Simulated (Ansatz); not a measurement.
A made-up structure of CH3OSi (charge +1), closed shell:

```
6
angstrom
O 1.0099 -1.8851 0.9835
C 0.5321 -0.9987 0.5186
Si -0.3159 0.5898 -0.3076
H -1.4552 -0.0816 -0.9570
H 0.1443 -1.1045 1.4995
H -0.5790 1.3584 0.9215
```

It is relaxed with PBE-D4/def2-SVP and then PBE0-D4/def2-TZVP (Ansatz 0.2.0). Atoms count as bonded within 1.22 times the sum of their covalent radii (H–H: 0.88 Å). The end point is not checked to be a true minimum.

(1) Does its bonding change? (Judge from chemistry; the calculation decides.)

Answers

(1) The calculation gives: Yes. Formed: Si3–H5; broken: C2–H5.

Where it ends: The first stage lowers the energy by 4.92 eV in 18 steps. It ends as CH₃OSi ([O][C][SiH3]), total charge +1:
O1  (1.844, -1.661, 0.540)
C2  (0.923, -1.045, 0.494)
Si3  (-0.722, 0.055, 0.413)
H4  (-1.098, -0.218, -0.985)
H5  (-1.488, -0.619, 1.476)
H6  (-0.123, 1.366, 0.722)
(Å)

Labels in which every atom is bracketed show which atoms are joined, not bond orders.

For scale, one of the runs: PBE0-D4/def2-TZVP relaxation, 117 basis functions, launched by `ansatz run in.yaml --threads 2 --pin off --events-out ev --progress --plain --max-ram 4352MiB`. The run took about 6.5 s on 2 CPU threads of an Arm Neoverse V1 (shared host).
